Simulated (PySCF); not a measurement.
# CH6Si (methylsilane) at 6 levels

Aim: a comparison of 6 runs (HF/STO-3G, HF/def2-SVP, BLYP/def2-SVP, PBE0/def2-SVP, B3LYP/def2-SVPD, CCSD/def2-TZVP) of CH6Si (methylsilane). The job is set up through a Python script.

Program for the calculation: PySCF 2.14.0.

### 1 The molecule

The species is CH6Si (8 atoms), meant as a singlet with charge 0. As SMILES, `C[SiH3]`. Geometry: relaxed at PBE0-D4/def2-TZVP.

Bond lengths: C1–Si2 1.871 Å, C1–H3 1.092 Å, C1–H4 1.092 Å, C1–H5 1.092 Å, Si2–H6 1.488 Å, Si2–H7 1.488 Å, Si2–H8 1.488 Å. Some angles: C1–Si2–H6 110.7°, C1–Si2–H7 110.7°, C1–Si2–H8 110.7°, Si2–C1–H3 110.8°, Si2–C1–H4 110.8°, Si2–C1–H5 110.8°, H6–Si2–H7 108.2°, H6–Si2–H8 108.2°, H7–Si2–H8 108.2°, H3–C1–H4 108.1°.

### 2 Energy and forces at HF/STO-3G (run 1)

Contents of geometry.xyz:

```xyz
8

C     -0.181500     0.239740    -0.940300
Si     0.162420    -0.214550     0.841500
H     -1.240470     0.112510    -1.175580
H      0.395470    -0.391420    -1.619800
H      0.086600     1.280720    -1.133860
H     -0.624960     0.646220     1.765390
H      1.605560    -0.040010     1.159870
H     -0.203110    -1.633210     1.102780
```

Contents of run.py:

```python
from pyscf import gto, scf

mol = gto.M(
    atom='geometry.xyz',
    spin=0,
    verbose=3,
    max_memory=1860,
    basis='sto-3g',
    charge=0,
)

mf = scf.RHF(mol)
mf.conv_tol = 1e-10
mf.kernel()
if not mf.converged:
    mf = mf.newton().run(mf.mo_coeff, mf.mo_occ)

energy = mf.e_tot
print(f'total energy: {energy:.8f} hartree')
grad = mf.nuc_grad_method().kernel()
mf.analyze()
```

Started as:

```
$ OMP_NUM_THREADS=1 python run.py
```

Standard output:

```text
converged SCF energy = -326.504868383571
total energy: -326.50486838 hartree
--------------- RHF gradients ---------------
         x                y                z
0 C     0.0000336424    -0.0000582699     0.0002134620
1 Si    -0.0062496634     0.0082549067    -0.0323718394
2 H    -0.0087768802    -0.0014730158    -0.0005063425
3 H     0.0052353396    -0.0057935111    -0.0043126970
4 H     0.0025894365     0.0085367912    -0.0001496767
5 H    -0.0175200982     0.0191051003     0.0218946584
6 H     0.0327092051     0.0036534874     0.0082592755
7 H    -0.0080209818    -0.0322254888     0.0069731596
----------------------------------------------
**** MO energy ****
MO #1   energy= -67.9762055663014  occ= 2
MO #2   energy= -10.9927553629648  occ= 2
MO #3   energy= -5.95695803494975  occ= 2
MO #4   energy= -3.98229387844589  occ= 2
MO #5   energy= -3.98229384747326  occ= 2
MO #6   energy= -3.98224339685064  occ= 2
MO #7   energy= -0.898587274786584 occ= 2
MO #8   energy= -0.659883887049562 occ= 2
MO #9   energy= -0.521260464764045 occ= 2
MO #10  energy= -0.521258300744122 occ= 2
MO #11  energy= -0.40653391530568  occ= 2
MO #12  energy= -0.406533533120046 occ= 2
MO #13  energy= -0.394326949053577 occ= 2
MO #14  energy= 0.516842723855984  occ= 0
MO #15  energy= 0.539398193187308  occ= 0
MO #16  energy= 0.539399931573279  occ= 0
MO #17  energy= 0.56187898754542   occ= 0
MO #18  energy= 0.737990243862286  occ= 0
MO #19  energy= 0.737997267431303  occ= 0
MO #20  energy= 0.756699594285952  occ= 0
 ** Mulliken atomic charges  **
charge of    0C =     -0.25829
charge of    1Si =      0.60887
charge of    2H =      0.03099
charge of    3H =      0.03099
charge of    4H =      0.03099
charge of    5H =     -0.14785
charge of    6H =     -0.14785
charge of    7H =     -0.14785
Dipole moment(X, Y, Z, Debye): -0.03319,  0.04382, -0.17186
```

Run time: 1.2 s. Hardware: 1 thread of Intel Xeon at 2.70GHz, shared host; peak memory 0.12 GiB.

### 3 Energy and forces at HF/def2-SVP (run 2)

Contents of run.py:

```python
import pyscf.grad
from pyscf import gto, scf

mol = gto.M(
    atom='''
C     -0.181500     0.239740    -0.940300
Si     0.162420    -0.214550     0.841500
H     -1.240470     0.112510    -1.175580
H      0.395470    -0.391420    -1.619800
H      0.086600     1.280720    -1.133860
H     -0.624960     0.646220     1.765390
H      1.605560    -0.040010     1.159870
H     -0.203110    -1.633210     1.102780
''',
    max_memory=1860,
    basis='def2-svp',
    spin=0,
    verbose=4,
)

mf = scf.RHF(mol)
mf.conv_tol = 1e-10
mf.kernel()
if not mf.converged:
    mf = mf.newton().run(mf.mo_coeff, mf.mo_occ)

energy = mf.e_tot
print('E = %.10f Eh' % energy)
grad = mf.Gradients().kernel()
mf.analyze()
```

Started as:

```
$ OMP_NUM_THREADS=1 python run.py
```

Standard output:

```text
PySCF version 2.14.0

[... 83 lines left out ...]
MO #2   energy= -11.217961099481   occ= 2
[... 11 lines left out ...]
MO #14  energy= 0.156754399436856  occ= 0
[... 11 lines left out ...]
MO #26  energy= 0.56268048871465   occ= 0
[... 11 lines left out ...]
MO #38  energy= 1.16301793058268   occ= 0
[... 11 lines left out ...]
MO #50  energy= 2.03221987361554   occ= 0
[... 11 lines left out ...]
MO #62  energy= 3.27220030692695   occ= 0
[... 73 lines left out ...]
Dipole moment(X, Y, Z, Debye): -0.13562,  0.17913, -0.70254
```

Wall time 2.8 s (1 thread of Intel Xeon at 2.70GHz, shared host); peak memory 0.13 GiB.

Runs 3 to 5 aren't shown in full; the table further down has their settings and results.

### 4 The energy at CCSD/def2-TZVP (run 6)

Contents of input.py:

```python
# C[SiH3]
from pyscf import gto, cc

molecule = gto.M(
    atom=[
    ('C', (-0.181500, 0.239740, -0.940300)),
    ('Si', (0.162420, -0.214550, 0.841500)),
    ('H', (-1.240470, 0.112510, -1.175580)),
    ('H', (0.395470, -0.391420, -1.619800)),
    ('H', (0.086600, 1.280720, -1.133860)),
    ('H', (-0.624960, 0.646220, 1.765390)),
    ('H', (1.605560, -0.040010, 1.159870)),
    ('H', (-0.203110, -1.633210, 1.102780)),
],
    basis='def2-tzvp',
    verbose=4,
    max_memory=1860,
    charge=0,
    spin=0,
)

myscf = molecule.RHF()
myscf.conv_tol = 1e-10
myscf.kernel()
if not myscf.converged:
    myscf = myscf.newton().run(myscf.mo_coeff, myscf.mo_occ)

mycc = cc.CCSD(myscf, frozen=6)
mycc.kernel()
etot = mycc.e_tot
print('Final energy', etot)
myscf.analyze()
```

Started as:

```
$ OMP_NUM_THREADS=1 python input.py
```

Standard output:

```text
PySCF version 2.14.0

[... 100 lines left out ...]
MO #4   energy= -4.21886151293516  occ= 2
[... 19 lines left out ...]
MO #24  energy= 0.321092480138293  occ= 0
[... 19 lines left out ...]
MO #44  energy= 1.1365548971031    occ= 0
[... 19 lines left out ...]
MO #64  energy= 2.14432392092448   occ= 0
[... 19 lines left out ...]
MO #84  energy= 2.96863093890215   occ= 0
[... 19 lines left out ...]
MO #104 energy= 23.2594027331293   occ= 0
[... 115 lines left out ...]
Dipole moment(X, Y, Z, Debye): -0.14017,  0.18514, -0.72612
```

Run time: 16 s. Hardware: 1 thread of Intel Xeon at 2.70GHz, shared host; peak memory 0.6 GiB.

### 5 All runs side by side

| run | level | integration grid | task | energy (Eh) | dipole moment (D) of the reference | HOMO energy (eV) | LUMO energy (eV) | wall time |
| --- | --- | --- | --- | --- | --- | --- | --- | --- |
| 1 | HF/STO-3G | – | gradient | -326.504868 | 0.18 | -10.73 | 14.06 | 1.2 s |
| 2 | HF/def2-SVP | – | gradient | -330.173215 | 0.74 | -12.49 | 4.27 | 2.8 s |
| 3 | BLYP/def2-SVP | 5 | gradient | -331.034759 | 0.82 | -7.72 | 0.53 | 15 s |
| 4 | PBE0/def2-SVP | 5 | gradient | -330.903459 | 0.81 | -9.24 | 1.27 | 13 s |
| 5 | B3LYP/def2-SVPD | 5 | gradient | -331.112426 | 0.77 | -9.03 | 0.18 | 24 s |
| 6 | CCSD/def2-TZVP | – | energy | -330.661684 | 0.76 | -12.43 | 3.22 | 16 s |

### 6 Outcome

| quantity | value |
| --- | --- |
| run 6: total energy | -330.66168 Eh |
| run 6: dipole moment (Hartree–Fock density) | 0.76 D |
| run 6: HOMO energy (Hartree–Fock orbitals) | -12.43 eV |
| run 6: LUMO energy (Hartree–Fock orbitals) | 3.22 eV |
| run 6: HOMO–LUMO gap (Hartree–Fock orbitals) | 15.65 eV |
| run 6: correlation energy (6 core orbitals frozen) | -341.8 mEh |
| run 6: T1 diagnostic | 0.010 |

What this shows: Over runs 1, 2, 3, 4, 5 the dipole moment (its size) runs from 0.18 D (HF/STO-3G) to 0.82 D (BLYP/def2-SVP). The two ends differ in method and basis. Over runs 1, 2, 3, 4, 5 the HOMO–LUMO gap runs from 8.25 eV (BLYP/def2-SVP) to 24.79 eV (HF/STO-3G). Totals of different functionals can't be ranked against each other. In run 1 the basis is minimal, so the values are rough. All runs together took 72 s, the longest 24 s.
